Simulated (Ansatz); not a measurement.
Molecule: triplet methylene, CH$_{2}$, charge 0, multiplicity 3. 
Structure (B3LYP-D3(BJ)/def2-TZVP (Ansatz, a first-principles code) minimum search):
```
C
H 1 1.0782
H 1 1.0782 2 135.03
```
Charge 0, spin multiplicity 3.

Quantity: vertical electron affinity (to the doublet state of charge -1; a negative value means that the extra electron is unbound and the number depends on the basis; each state is the SCF solution reached for its spin), in eV. Correlated levels leave the core frozen unless marked. UHF or UKS for open shells. No spin-orbit coupling. No relativistic terms. Anions need diffuse functions: def2-D sets add few. Basis-set limits of correlation are two-point, X^-3; Hartree-Fock from the larger set.

```json
[
 {"level": "wB97X-V/def2-TZVPD", "program": "Ansatz", "vertical electron affinity (eV)": "-0.07", "minus last row": "-0.07"},
 {"level": "wB97X/def2-TZVPD", "program": "Ansatz", "vertical electron affinity (eV)": "-0.09", "minus last row": "-0.09"},
 {"level": "B2PLYP/def2-TZVPD", "program": "Ansatz", "vertical electron affinity (eV)": "-0.12", "minus last row": "-0.12"},
 {"level": "MP2/def2-TZVPPD", "program": "Ansatz", "vertical electron affinity (eV)": "-0.26", "minus last row": "-0.26"},
 {"level": "MP2/def2-QZVPPD", "program": "Ansatz", "vertical electron affinity (eV)": "-0.10", "minus last row": "-0.10"},
 {"level": "CCSD/def2-SVPD", "program": "Ansatz", "vertical electron affinity (eV)": "-0.68", "minus last row": "-0.68"},
 {"level": "CCSD(T)/CBS(def2-TZVPPD,def2-QZVPPD)", "program": "Ansatz", "vertical electron affinity (eV)": "0.00", "minus last row": "0.00"}
]
```
